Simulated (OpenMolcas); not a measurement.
**A ladder of methods for LiH (SMILES [LiH])**

LiH: 2 atoms, total charge 0, spin state singlet. SMILES: `[LiH]`. The bond length is the measured one.

```xyz
2

Li    0.0000    0.0000    0.0000
H     0.0000    0.0000    1.5957
```

Quantity: the energy change with the Li1–H2 bond stretched from 1.596 to 3.191 Å, in eV. The values are calculated.

| level | kind | program | value (eV) | CPU time (all runs) |
| --- | --- | --- | --- | --- |
| HF/6-31G** (spherical functions) (restricted) | Hartree–Fock | OpenMolcas | 2.26 | 3.2 s |
| PBE0/6-31G** (spherical functions) (restricted) | global hybrid | OpenMolcas | 2.02 | 5.8 s |
| B2PLYP/6-31G** (spherical functions) (restricted) | double hybrid | OpenMolcas | 2.05 | 5.8 s |
| CASPT2(2,5)/6-31G** (spherical functions) | multireference | OpenMolcas | ? | 3.3 s |
| MC-PDFT[tPBE](2,5)/6-31G** (spherical functions) | multireference | OpenMolcas | 1.82 | 3.7 s |
| SC-NEVPT2(2,2)/6-31G** (spherical functions) | multireference | OpenMolcas | ? | 3.3 s |
| ACPF/6-31G** (spherical functions) (restricted) | coupled cluster or CI | OpenMolcas | 1.48 | 3.5 s |
| CISD/6-31G** (spherical functions) (restricted) | coupled cluster or CI | OpenMolcas | 1.72 | 3.5 s |
| FCI/def2-SVP | exact in the basis | OpenMolcas | 1.74 | 4 s |

Task: Estimate the missing values from the other rows.

Result: As computed at these levels: CASPT2(2,5)/6-31G** (spherical functions): 1.71 eV; SC-NEVPT2(2,2)/6-31G** (spherical functions): 1.62 eV. Spin-restricted single references rise too steeply as a bond breaks, Hartree–Fock most of all. The first shape isn't each level's own minimum. The values span 1.48 to 2.26 eV. CPU times are rough (shared hosts, several kinds of processor): they show what a rung costs within a factor of a few.
